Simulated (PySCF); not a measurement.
**SO2F−, a complex of two parts: interaction energy**

What interaction energy should one expect for `O=S=O` with `[F-]`?

Computed with PySCF 2.14.0; each step states its level. No surroundings beyond the atoms listed, unless a continuum is named. Atoms count from 0, parts from 1.

## Step 1: The system as given

4 atoms, charge -1, multiplicity 1; geometry: GFN2-xTB. Parts: 1 = atoms 0–2, `O=S=O`, charge 0; 2 = atom 3, `[F-]`, charge -1.

## Step 2: Geometry optimisation at PBE0-D3(BJ)/def2-SVPD

What the job is given:

```
{"job": {"xc": "PBE0", "basis": "def2-SVPD", "d3": "d3bj", "grid": 2, "kind": "geom", "shake": 0.01}, "charge": -1, "multiplicity": 1, "parts": [{"atoms": "0-2", "charge": 0, "multiplicity": 1}, {"atoms": "3-3", "charge": -1, "multiplicity": 1}]}
O     -1.276212    -0.394546    -0.045971
S     -0.198104     0.494747     0.371849
O      1.044934     0.212315    -0.334895
F     -0.648992     2.148350    -0.338927
```

On the command line:

```
OMP_NUM_THREADS=1 python cluster_run.py task.json out
```

This one command runs all jobs of the session in turn.

**Question.** The jobs that follow are: CCSD(T)/aug-cc-pVDZ and MP2/aug-cc-pVTZ counterpoise interaction energy, frozen core, gas phase. Predict: point group; rotational constants (main isotopes); interaction energy, CCSD(T) limit estimate; MP2/aug-cc-pVTZ; T1 diagnostic.

The runs gave:

```
                                  quantity                 value
                               point group                    Cs
      rotational constants (main isotopes)  8.87, 7.51, 4.63 GHz
interaction energy, CCSD(T) limit estimate       -54.56 kcal/mol
                           MP2/aug-cc-pVTZ       -50.03 kcal/mol
                             T1 diagnostic                0.0224
```

**Reading.** The optimisation took 6 steps and gained 0.102 eV; among the close pairs (by a distance rule), S1–F3 changed most, from 1.856 to 1.787 Å. At this geometry a test (T1, the size of the triples or of CCSD(T) less MP2, charge moved between the parts) flags the run, so its CCSD(T) estimate is not taken as a benchmark. The interaction energy leaves out the deformation of the parts, 2.02 kcal/mol (MP2); added to the CCSD(T) estimate it gives a binding of about -52.54 kcal/mol. The estimate adds CCSD(T) less MP2 in the small basis (-3.05 kcal/mol) to extrapolated MP2. Hartree-Fock gives -64.28 against -54.56 kcal/mol, so correlation weakens the interaction of the frozen parts. T1 is over 0.02, so one reference may not be enough.
